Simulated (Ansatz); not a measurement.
**Al₂, triplet in cc-pVTZ: errors against full CI**

Geometry: that of the Al2, singlet, kept fixed.

```yaml
atoms:
  - { symbol: Al, position_ang: [0.0000, 0.0000, 0.0000] }
  - { symbol: Al, position_ang: [0.0000, 0.0000, 3.0310] }
```

Basis cc-pVTZ; Ansatz 0.2.0. Only valence electrons are correlated (noble-gas cores frozen), which leaves 6 electrons in 58 orbitals. R marks a restricted (for open shells ROHF) determinant, U an unrestricted one. Active spaces: valence = (6e, 8o) chosen from the atoms' valence shells.

Full CI is exact within this basis and frozen core; it isn't the basis-set limit. The frozen core follows each run's orbitals, which can shift R against U totals by a few meV.

For open shells CISD is restricted-active-space CI with the open shells as a complete middle space.

* UHF ⟨S²⟩: 2.040
* T1 diagnostic (RCCSD): 0.0328
* largest doubles amplitude (RCCSD): 0.086
* T1 diagnostic (UCCSD): 0.0258

| level | E − E(full CI) (meV) | share of correlation (%) | wall time |
| --- | --- | --- | --- |
| RHF | 3582 | 0.00 | – |
| UHF | 3438 | 4.03 | – |
| RMP2 | 969 | 72.95 | – |
| UMP2 | 997 | 72.17 | – |
| CISD | 407 | 88.63 | 3.1 s |
| RCCSD | 243 | 93.22 | – |
| UCCSD | 235 | 93.44 | – |
| RCCSD(T) | 63 | 98.24 | 11 s |
| UCCSD(T) | 63 | 98.24 | 10 s |
| BCCD(T) | 63 | 98.24 | 8 s |
| RCCSDT | 14 | 99.62 | – |
| UCCSDT | 12 | 99.65 | – |
| RCCSDT(Q) | 2 | 99.93 | 23 s (H100) |
| UCCSDT(Q) | 1 | 99.96 | 5.5 s (H100) |
| CASSCF (valence space) | 2037 | 43.13 | – |
| NEVPT2 (valence space) | 513 | 85.67 | 3.7 s |
| MRCISD (valence space) | 135 | 96.25 | – |
| MRCISD+Q (valence space) | -12 | 100.34 | 3 s (H100) |

The correlation energy at full CI, counted from RHF, is -3.582 eV. That run took 64 s on 2 threads of AMD EPYC 7R13 with a shared H100 80 GB, shared host over 119,011,200 determinants.

Times hold each run's SCF and search for its determinant on a shared host, so for small cases they say little of a method's own cost; rows without a card ran on 1 thread of AMD EPYC 7R13.

Not variational, and here over 5 meV under the exact energy: MRCISD+Q (valence space).

The full-CI state has the irrep B3u of D2h, in the program's axes (one component, if the state is degenerate).

Natural occupations of full CI about the gap: 1.901 1.858 0.969 0.950 0.069 0.051 0.050 0.043 0.017 0.015; effectively unpaired electrons, Σ n²(2−n)², 2.15.
